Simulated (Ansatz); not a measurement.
# Na₂− (doublet): from Hartree-Fock to the top rungs at distance Na1–Na2 = 3.798 Å, aug-cc-pVTZ

How much of the correlation energy of Na₂− (doublet) does each wave-function method recover here?

Method: aug-cc-pVTZ, core rule «outside noble gas», up to 10 orbitals frozen; program: Ansatz 0.2.0, Gaussian basis.

The runs, in order: UHF; CCSD(T) on ROHF; CCSD(T) on UHF; BCCD(T) on ROHF; CCSDT on ROHF; CCSDT on UHF; Full CI.

51 further runs of the same task are left out: 22 for a known fault of the program, 25 that didn't finish, 4 set aside as unsound or not needed. Runs told in other sessions of the task aren't counted.

## Step 1: The geometry

The geometry derives from a PBE0/def2-TZVPD stationary point (not a proven minimum). One bond is set to the value named and the two fragments are kept rigid.

2 atoms, charge -1, spin multiplicity 2.

Atoms are counted from 1 here; the program's logs count them from 0.

No contacts short enough for the rule that draws bonds.

## Step 2: UHF

Contents of in.yaml:

```yaml
crystal:
  periodic: [false, false, false]
  atoms:
    - {symbol: Na, position_ang: [0.000000, 0.000000, 0.000000]}
    - {symbol: Na, position_ang: [0.000000, 0.000000, 3.798000]}
basis:
  gaussian: {orbitals: aug-cc-pVTZ}
total_charge: -1
magnetization: {spin_polarized: true, initial_magnetization: 1}
hamiltonian: {xc: hf}
output: {orbitals: {seedname: orbitals}}
```

Started as:

```
> ansatz run in.yaml --threads 1 --pin off --events-out ev --progress --plain --max-ram 2393MiB
```

Further steps of the session: CCSD(T) on ROHF; CCSD(T) on UHF; BCCD(T) on ROHF; CCSDT on ROHF; CCSDT on UHF; Full CI.

Q: Predict the results of all the runs planned. Wanted: FCI from the RHF energy; RMP2 from FCI; UMP2 from FCI; RCCSD from FCI; RCCSD(T) from FCI; UCCSD(T) from FCI; T1 diagnostic; effectively unpaired electrons.

As calculated:

| quantity | value |
| --- | --- |
| FCI from the ROHF energy | -1.0020 eV |
| RMP2 from FCI | +313.8 meV |
| UMP2 from FCI | +394.3 meV |
| RCCSD from FCI | +54.2 meV |
| RCCSD(T) from FCI | +14.5 meV |
| UCCSD(T) from FCI | +15.1 meV |
| levels within 1 kcal/mol (43 meV) | UCCSD, RCCSD(T), UCCSD(T), BCCD(T), RCCSDT, UCCSDT |
| T1 diagnostic | 0.067 |
| effectively unpaired electrons | 1.20 |

RCCSD(T) lands +14.5 meV from the yardstick (1.4 % of the correlation energy). The occupations show static correlation (1.20 effectively unpaired electrons where one determinant has 1). Coupled cluster took another determinant than the lowest Hartree-Fock one. These misses are within one basis, not against nature; the frozen cores of restricted and unrestricted runs differ, which can shift their rows.

Levels on UHF freeze UHF's core orbitals, full CI those of ROHF, so the U rows can settle a little off it for that reason alone.
